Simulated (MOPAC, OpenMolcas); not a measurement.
A ladder of methods for CH4FSi (SMILES C[SiH]F)

The species is CH4FSi (7 atoms), meant as a doublet with charge 0. SMILES: `C[SiH]F`. The shape is that of a PBE0-D4/def2-TZVP optimisation.

Each level gives the dipole moment (D). The values are calculated.

| level | kind | program | value (D) | CPU time |
| --- | --- | --- | --- | --- |
| PM7 | semi-empirical | MOPAC | 2.31 | under 2 s |
| UHF/aug-cc-pVDZ | Hartree–Fock | OpenMolcas | 1.90 | 14 s |
| USVWN5/aug-cc-pVDZ | LDA | OpenMolcas | 1.80 | 35 s |
| U-revPBE/aug-cc-pVDZ | GGA | OpenMolcas | 1.72 | 58 s |
| U-r2SCAN/aug-cc-pVDZ | meta-GGA | OpenMolcas | 1.75 | 85 s |
| UB3LYP/aug-cc-pVDZ | global hybrid | OpenMolcas | 1.78 | 64 s |

The values span 1.72 to 2.31 D. CPU times are rough (shared hosts, several kinds of processor): they show what a rung costs within a factor of a few.
